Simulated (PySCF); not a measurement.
# Predicted spectroscopic data

PySCF 2.14.0 with density-fitted response routines calculation with couplings computed with B3LYP/pcJ-1, NMR shieldings at PBE0/pcSseg-1/GIAO and GFN2-xTB geometry; averaged over atoms made equivalent by symmetry, fast rotation or ring inversion, a single conformation, no relativistic terms, no solvent.

Scale: TMS for ¹H, ¹³C (reference shieldings calculated alike). Multiplet labels drop J under 1 Hz and among equivalent protons, and merge close values. Unscaled 3J(H,H) run several per cent high. Splittings of carbon signals by F and P are missing where no couplings were computed. Where no couplings were computed, multiplicities follow the n + 1 count of equivalent neighbours, and m marks all less simple cases (inequivalent or close neighbours, rings, F or P nearby). Vicinal couplings that depend on rotamer populations or ring flexing (ring, CH–CH, X–H and H–F types) are those of the one conformer. Acid and N–H amide carbonyl carbons lie up to 10 ppm further downfield in solution (hydrogen bonding). Shifts are as computed. Against solution values, carbons near 30 ppm lie about +3 ppm off and those near 130 ppm about +5 ppm. Of 1211 compounds with measured shifts, 218 miss one by over three times the rms of a fit or turn the order of signals round; such compounds aren't used in these exercises. Groups on amide-type nitrogens are kept apart (slow C–N rotation). OH and NH positions are gas-phase values without hydrogen bonding to other molecules.

Compound 1 (CH$_{3}$NO). ¹H NMR (400 MHz, computed): δ 8.11 (m, 1H), 4.65 (br, 1H), 4.59 (br, 1H). ¹³C{¹H} NMR (computed): δ 159.7. Structure: SMILES C(N)=O.

Compound 2 (C$_{7}$H$_{5}$F$_{3}$). ¹H NMR (400 MHz, computed): δ 8.07 (m, 2H), 7.85 (m, 1H), 7.83 (m, 2H). ¹³C{¹H} NMR (computed): δ 137.6 (C), 137.3 (CH), 134.3 (CH), 133.9 (C), 132.2 (CH). Structure: benzotrifluoride (SMILES FC(F)(F)c1ccccc1).
